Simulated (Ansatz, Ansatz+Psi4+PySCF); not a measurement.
```xyz
4

Li    1.0163    0.0000    0.0000
Li   -1.0163    0.0000    0.0000
F     0.0000    1.1891    0.0000
F     0.0000   -1.1891    0.0000
```

Basis set: cc-pVTZ (spherical functions). Frozen core: 2 orbitals. Charge 0, multiplicity 1.

Computed with Ansatz (development build ahead of 0.2.0); each method stands on the lowest determinant of its kind that the runs found. Restricted open shells among the atoms or ions are ROHF, correlated in semicanonical orbitals with singles.

(1) Give the atomization energy at this shape (free ground-state atoms in the same class of orbitals less the molecule, no zero-point energy) of singlet Li₂F₂ by RHF-MP2, RHF.

## Answers

(1)

| method | atomization energy |
| --- | --- |
| RHF-MP2 | 326.93 kcal/mol |
| RHF | 234.73 kcal/mol |

Caution: the shape is not the minimum.
